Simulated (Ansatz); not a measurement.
Results of RPBE in Ansatz (PAW) for chalcopyrite CdGeAs2.

Numerical settings: plane-wave cutoff 520 eV, 8×8×8 k mesh, Fermi–Dirac smearing 0.01 eV, scalar-relativistic PAW data made under PBE.

Cell (relaxed at this level):

CdAs$_{2}$Ge is taken in the tetragonal space group I-42d (No. 122), the chalcopyrite structure, Pearson symbol tI16. Conventional cell: a = b = 6.1196 Å, c = 11.6041 Å, α = β = γ = 90.00°. Cd on 4a sees 4 As at 2.709 Å (tetrahedral). Ge on 4b sees 4 As at 2.508 Å (tetrahedral). As on 8d has 2 Ge at 2.508 Å and 2 Cd at 2.709 Å (tetrahedral). (Neighbours: up to the widest gap in distance over summed covalent radii, below 1.35, at either atom; cation-cation and far metal-metal contacts left out.)
(The calculation used a cell of 8 atoms; values per cell refer to that cell.)

Problem. Give the computed bulk modulus B0 and pressure derivative B′ of the bulk modulus.

Solution. 
bulk modulus B0: 47.0 GPa
pressure derivative B′ of the bulk modulus: 4.7

The run finds no gap.

Measured, for comparison: bulk modulus 69.9 GPa (temperature not stated, not corrected to a static lattice; as tabulated in Toher et al. (2017), arXiv:1611.05714). Computed (rounded) less measured: bulk modulus -33 %.

Note: the gap of the solid is closed in this run; this level leaves the solid without a gap, although one is measured; the bulk modulus comes from volumes at which shape and atoms were relaxed.

It cost roughly 50 core-minutes of CPU time.

Ansatz is an electronic-structure program.
